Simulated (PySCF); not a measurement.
**Orbital picture of BO⁺**

PBE0 at R = 1.187 Å; basis B def2-TZVP, O def2-TZVP; no relativity; PySCF 2.14. State: ¹Σ⁺ (singlet), closed shell. Only the outer orbitals are listed, counted within each symmetry.

```
orbital  occ.  ε (eV)  on B (%)         main shells (%)
     3σ     2  -37.76        30  66 O s, 14 B s, 13 B p
     4σ     2  -21.60        22  57 O p, 22 B s, 20 O s
     1π     2  -20.00        30          70 O p, 28 B p
     1π     2  -20.00        30          70 O p, 28 B p
     5σ     0  -16.00        91          51 B s, 40 B p
     2π     0   -8.88        79          73 B p, 21 O p
     2π     0   -8.88        79          73 B p, 21 O p
```

Task: Which are the highest filled and the lowest empty level, where do they sit, and how wide is the gap?

Result: Highest filled 1π at -20.00 eV (in %: 70 O p, 28 B p); lowest empty 5σ at -16.00 eV (in %: 51 B s, 40 B p); the gap at PBE0 is 4.00 eV.

* bond order (Mayer): 2.81
* ⟨S²⟩: 0.000
* charge on B (Mulliken, basis-dependent): 0.77
* charge on B (Löwdin, basis-dependent): 0.51
* dipole moment (positive dipole points towards O; it is taken about the centre of mass and depends on that origin): -5.90 D
* polarisability along the bond: 16.5 bohr³
* polarisability across the bond: 13.3 bohr³
